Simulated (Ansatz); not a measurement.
**NHCl (quartet): wave-function methods side by side at distance Cl1–H2 along a hydrogen transfer = 1.594 Å, cc-pVTZ**

Aim: climb from Hartree-Fock through coupled cluster and multireference methods for NHCl (quartet) at one geometry and basis, and see what each rung misses.

Program: Ansatz 0.2.0, Gaussian basis. Level of theory: cc-pVTZ, core rule «outside noble gas», up to 6 orbitals frozen. These are calculated values, not measurements.

To be run: UHF; CCSD(T) on ROHF; CCSD(T) on UHF; BCCD(T) on ROHF; CCSDT(Q) on ROHF; CCSDT(Q) on UHF; CASSCF and MRCISD+Q, 5 electrons in 5 orbitals; CASSCF and NEVPT2, 5 electrons in 5 orbitals; CASSCF and MRCISD+Q, 13 electrons in 9 orbitals; CASSCF and NEVPT2, 13 electrons in 9 orbitals.

**1. The geometry**

The geometry derives from fragments relaxed apart (PBE0/def2-TZVP) and kept rigid, so it is no stationary point. A hydrogen atom is moved between rigid fragments.

3 atoms, charge 0, spin multiplicity 4.

Atoms are counted from 1 here; the program's logs count them from 0.

Bond lengths: Cl1–H2 1.594 Å, H2–N3 1.040 Å. Angles: Cl1–H2–N3 180.0°.

Geometry (Å):

```
Cl    0.0000    0.0000   -1.4093
H     0.0000    0.0000    0.1847
N     0.0000    0.0000    1.2247
```

**2. UHF**

The input, in.yaml:

```yaml
crystal:
  periodic: [false, false, false]
  atoms:
    - {symbol: Cl, position_ang: [0.000000, 0.000000, -1.409333]}
    - {symbol: H, position_ang: [0.000000, 0.000000, 0.184667]}
    - {symbol: N, position_ang: [0.000000, 0.000000, 1.224667]}
basis:
  gaussian: {orbitals: cc-pVTZ}
magnetization: {spin_polarized: true, initial_magnetization: 3}
hamiltonian: {xc: hf}
output: {orbitals: {seedname: orbitals}}
```

Command:

```sh
$ ansatz run in.yaml --threads 1 --pin off --events-out ev --progress --plain --max-ram 2816MiB --backend cpu
```

After this run come: CCSD(T) on ROHF; CCSD(T) on UHF; BCCD(T) on ROHF; CCSDT(Q) on ROHF; CCSDT(Q) on UHF; CASSCF and MRCISD+Q, 5 electrons in 5 orbitals; CASSCF and NEVPT2, 5 electrons in 5 orbitals; CASSCF and MRCISD+Q, 13 electrons in 9 orbitals; CASSCF and NEVPT2, 13 electrons in 9 orbitals.

Q: Predict the results of all the runs planned. Wanted: UCCSDT(Q) below the RHF energy; RMP2 from UCCSDT(Q); UMP2 from UCCSDT(Q); RCCSD from UCCSDT(Q); RCCSD(T) from UCCSDT(Q); UCCSD(T) from UCCSDT(Q); RCCSDT(Q) from UCCSDT(Q); NEVPT2 pair from UCCSDT(Q); MRCISD+Q pair from UCCSDT(Q).

As calculated:

| quantity | value |
| --- | --- |
| UCCSDT(Q) below the RHF energy | -10.5022 eV |
| RMP2 from UCCSDT(Q) | +31.49 kcal/mol |
| UMP2 from UCCSDT(Q) | +33.60 kcal/mol |
| RCCSD from UCCSDT(Q) | +9.46 kcal/mol |
| RCCSD(T) from UCCSDT(Q) | +1.20 kcal/mol |
| UCCSD(T) from UCCSDT(Q) | +1.20 kcal/mol |
| RCCSDT(Q) from UCCSDT(Q) | +0.09 kcal/mol |
| NEVPT2 pair from UCCSDT(Q) | +32.72 kcal/mol |
| MRCISD+Q pair from UCCSDT(Q) | +4.89 kcal/mol |
| NEVPT2 valence from UCCSDT(Q) | +45.52 kcal/mol |
| levels within 1 kcal/mol (43 meV) | RCCSDT, UCCSDT, RCCSDT(Q) |
| T1 diagnostic | 0.027 |
| effectively unpaired electrons | 3.01 |

**Reading.** RCCSD(T) misses by +1.20 kcal/mol, 0.5 % of the correlation energy. One determinant dominates. Of the multireference levels listed MRCISD+Q valence comes nearest in total energy (+4.14 kcal/mol), which doesn't show that its space is the better one. These misses are within one basis, not against nature; the frozen cores of restricted and unrestricted runs differ, which can shift their rows.
